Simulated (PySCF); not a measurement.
C₂H₅, SMILES [CH2]C (connectivity only; charge and spin as stated), charge +1, multiplicity 1.

Geometry: B3LYP-D3(BJ)/def2-TZVP. The geometry has at least one imaginary mode, so it is a saddle point at that level. The multiplicity is an assumed one; other spin states were not compared. The isomer is the one that the SMILES or the coordinates give; other isomers of the formula were not compared.

The numbers are results of HF/def2-TZVPD (PySCF), not measurements.

Isolated molecule, no solvent.

```yaml
total_energy: -78.34038 hartree
point_group: Cs
highest_occupied_level: -21.48 eV
lowest_empty_level: -6.13 eV
orbital_gap: 15.36 eV
dipole_moment_about_the_centre_of_nuclear_charge: 0.314 e·Å
mean_static_polarisability: 20.5 bohr³ (3.03 Å³)
polarisability_principal_values: 16.9, 19.6, 24.9 bohr³
```
